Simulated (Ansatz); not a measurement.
Species: hydrogen sulfide, H2S, net charge 0, singlet state. SMILES: S
Geometry from a B3LYP-D3(BJ)/def2-TZVP (Ansatz, a first-principles code) optimisation:
```
S
H 1 1.3426
H 1 1.3426 2 92.55
```

Quantity: vertical ionisation energy (to the doublet state of charge +1; each state is the SCF solution reached for its spin), in eV. Valence correlation only, unless marked. Open shells are spin-unrestricted. Spin-orbit coupling is left out. Non-relativistic. CBS marks a two-point X^-3 extrapolation of the correlation energy; Hartree-Fock from the larger set.

CCSD(T)/CBS(aug-cc-pV(T+d)Z,aug-cc-pV(Q+d)Z) (Ansatz) gives 10.49 eV.

Question: Another calculation gave 10.43 eV. Which level was it?
A. BHLYP/def2-TZVPD (Ansatz)
B. wB97X-V/def2-TZVPD (Ansatz)
C. SVWN5/def2-TZVPD (Ansatz)

Answer: B, wB97X-V/def2-TZVPD (Ansatz). The others give 10.62 (SVWN5), 10.23 (BHLYP) eV.
